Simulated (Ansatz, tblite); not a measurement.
**MgMeF (CH3FMg): a ladder of methods and basis sets**

The task here is to estimate one member of a computed series from the others.

The runs use Ansatz 0.2.0, Gaussian basis; as each input shows.

Plan: GFN1-xTB, GFN2-xTB, PBE-D4/def2-TZVP, r2SCAN-D4/def2-TZVP, ωB97M-V/def2-TZVP, CAM-B3LYP-D4/def2-TZVP, LC-ωPBE/def2-TZVP, HSE06-D4/def2-TZVP, LDA/def2-TZVP, B97M-V/def2-TZVP, r2SCAN0-D4/def2-TZVP, PBE-D4/def2-SVP, PBE0-D4/def2-SVP, HF/STO-3G, HF/6-31G, B3LYP-D4/6-31G, CCSD(T)/def2-TZVPP, MP2/def2-TZVP, RPA/def2-TZVP.

## The structure

The singlet was relaxed beforehand with PBE-D4/def2-TZVP.

6 atoms, charge 0, spin multiplicity 1.

Bond lengths: Mg1–C2 2.081 Å, Mg1–F6 1.778 Å, C2–H3 1.101 Å, C2–H4 1.101 Å, C2–H5 1.101 Å. Angles: C2–Mg1–F6 180.0°, Mg1–C2–H3 111.3°, Mg1–C2–H4 111.3°, Mg1–C2–H5 111.3°, H3–C2–H4 107.6°, H3–C2–H5 107.6°, H4–C2–H5 107.6°.

PBE0-D4/def2-TZVP was run before; its log isn't repeated, and its numbers join the tables.

The first run:

Tight binding, by tblite at 300 K electronic temperature and without a spin-polarisation term:

```python
tblite.interface.Calculator('GFN1-xTB', numbers, positions, charge=0, uhf=0).singlepoint()
```

Tight binding, by tblite at 300 K electronic temperature and without a spin-polarisation term:

```python
tblite.interface.Calculator('GFN2-xTB', numbers, positions, charge=0, uhf=0).singlepoint()
```

start.molden holds the orbitals of an earlier run on this state, given as this run's starting guess.

Input file in.yaml:

```yaml
crystal:
  periodic: [false, false, false]
  atoms:
    - {symbol: Mg, position_ang: [-0.006554, 0.003262, -1.290379]}
    - {symbol: C, position_ang: [0.003725, -0.001993, 0.790405]}
    - {symbol: H, position_ang: [-0.434026, 0.923481, 1.194137]}
    - {symbol: H, position_ang: [1.028045, -0.085340, 1.184059]}
    - {symbol: H, position_ang: [-0.576661, -0.847148, 1.190393]}
    - {symbol: F, position_ang: [-0.014529, 0.007749, -3.068605]}
basis:
  gaussian: {orbitals: def2-TZVP, initial_orbitals: start.molden}
hamiltonian: {xc: pbe, dispersion: d4}
scf: {omitted_lower_state_checks: [starts]}
output: {orbitals: {seedname: orbitals}}
```

Run with:

```
$ ansatz run in.yaml --threads 4 --pin off --events-out ev --progress --plain --max-ram 3916MiB
```

Steps of the session up to this table: PBE-D4/def2-TZVP; r2SCAN-D4/def2-TZVP; ωB97M-V/def2-TZVP; CAM-B3LYP-D4/def2-TZVP; LC-ωPBE/def2-TZVP; HSE06-D4/def2-TZVP; LDA/def2-TZVP; B97M-V/def2-TZVP; r2SCAN0-D4/def2-TZVP; PBE-D4/def2-SVP; PBE0-D4/def2-SVP; HF/STO-3G; HF/6-31G; B3LYP-D4/6-31G; CCSD(T)/def2-TZVPP; MP2/def2-TZVP; RPA/def2-TZVP.

One of the session's tables, all rows but one given; the rest of the session is left out.

```
                 level  HOMO (eV)  LUMO (eV)  gap (eV)
             HF/STO-3G      -7.24      10.90     18.14
              HF/6-31G     -10.34       1.40     11.74
         LDA/def2-TZVP      -6.58      -1.94      4.64
       PBE-D4/def2-SVP      -6.36      -1.65      4.71
      PBE-D4/def2-TZVP      -6.38      -1.76      4.62
   r2SCAN-D4/def2-TZVP          ?          ?         ?
      B97M-V/def2-TZVP      -6.61      -1.75      4.86
        B3LYP-D4/6-31G      -7.21      -1.17      6.04
      PBE0-D4/def2-SVP      -7.58      -0.97      6.62
     PBE0-D4/def2-TZVP      -7.56      -1.06      6.50
  r2SCAN0-D4/def2-TZVP      -7.68      -0.79      6.89
    HSE06-D4/def2-TZVP      -7.16      -1.41      5.75
CAM-B3LYP-D4/def2-TZVP      -8.97      -0.39      8.58
     LC-ωPBE/def2-TZVP     -10.29       0.71     11.00
     ωB97M-V/def2-TZVP      -9.82       0.15      9.97
```

Estimate the missing values for r2SCAN-D4/def2-TZVP.

**Answer.** HOMO (eV): -6.53; LUMO (eV): -1.29; gap (eV): 5.24. In the column «HOMO (eV)» it lies between LDA/def2-TZVP (-6.58) and PBE-D4/def2-TZVP (-6.38).
